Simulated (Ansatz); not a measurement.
# Worked example: correlation energy of [H···H···CH3], doublet

Geometry: a point of a hydrogen-transfer path between rigid fragments, not a stationary point.

```xyz
6

H    -1.8667    0.0000    0.0000
H    -1.1217    0.0000    0.0000
C     0.2003    0.0000    0.0000
H     0.2003   -1.0800    0.0000
H     0.2003    0.5400    0.9353
H     0.2003    0.5400   -0.9353
```

Basis cc-pVDZ; Ansatz 0.2.0. Correlated methods freeze the noble-gas cores, which leaves 9 electrons in 38 orbitals. Prefix R: restricted or restricted open-shell reference; prefix U: unrestricted.

Full CI isn't at hand for all of this; UCCSDT(Q) serves as the reference, and is uncertain by about the last step of the cluster series.

Runs differ by some tens of microhartree through their thresholds and, for an open shell, their frozen cores, so steps under 0.03 kcal/mol mean nothing.

```
    level  total energy (hartree)
      UHF              -40.635756
     UMP2              -40.803313
    UCCSD              -40.832788
 UCCSD(T)              -40.836831
   UCCSDT              -40.837400
UCCSDT(Q)              -40.837566
```

Task: What is the correlation energy at UCCSDT(Q), and what share of it do UMP2 and UCCSDT recover?

Result: E(corr) = -40.837566 − (-40.635756) = -0.201810 hartree = -5.492 eV. UMP2: -0.167557 / -0.201810 = 83.03 %. UCCSDT: -0.201644 / -0.201810 = 99.92 %.

Task: By how many kcal/mol does UCCSD(T) miss UCCSDT(Q) (1 hartree = 627.509 kcal/mol), and which steps make up the rest?

Result: -40.836831 − (-40.837566) = 0.000735 hartree = 0.46 kcal/mol. Steps: UCCSDT − UCCSD(T) = -0.36, UCCSDT(Q) − UCCSDT = -0.10 kcal/mol. That is within 1 kcal/mol of the reference in this basis, which itself misses far more of the correlation at the basis-set limit.
